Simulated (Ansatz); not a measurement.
## doublet BN+: a two-point extrapolation

BN+ has 2 atoms, charge +1, and is taken as a doublet. SMILES of the parent species: `B#N`. Geometry: relaxed at PBE0-D4/def2-TZVP. That shape belongs to the parent species and isn't relaxed for this state.

```jsonl
{"atom": "B", "x (Å)": "0.0000", "y (Å)": "0.0000", "z (Å)": "-0.0235"}
{"atom": "N", "x (Å)": "0.0000", "y (Å)": "0.0000", "z (Å)": "1.2919"}
```

CCSD(T) energies, 2 core orbitals frozen (Ansatz 0.2.0):

```
    basis  X  functions  Hartree–Fock (Eh)  correlation (Eh)
cc-pwCVDZ  2         36         -78.629716         -0.152256
cc-pwCVTZ  3         86         -78.647645         -0.185974
cc-pwCVQZ  4        168         -78.652157         -0.195053
```

The correlation energy converges as X⁻³, the Hartree–Fock energy about exponentially.

Task: Extrapolate to the complete basis.

Result: 
1. Correlation: E(∞) = (4³ E(4) − 3³ E(3))/(4³ − 3³) = (64 × (-0.195053) − 27 × (-0.185974))/37 = -0.201678 Eh.
2. Hartree–Fock: successive steps shrink by 0.252; summing the geometric tail gives -78.652157 + (-0.004512) × 0.252/(1 − 0.252) = -78.653674 Eh.
3. Total: -78.653674 + (-0.201678) = -78.855352 Eh.
4. cc-pwCVQZ holds 96.7 % of the extrapolated correlation energy, cc-pwCVTZ 92.2 %.

This is an estimate of the method's limit, not an exact energy.
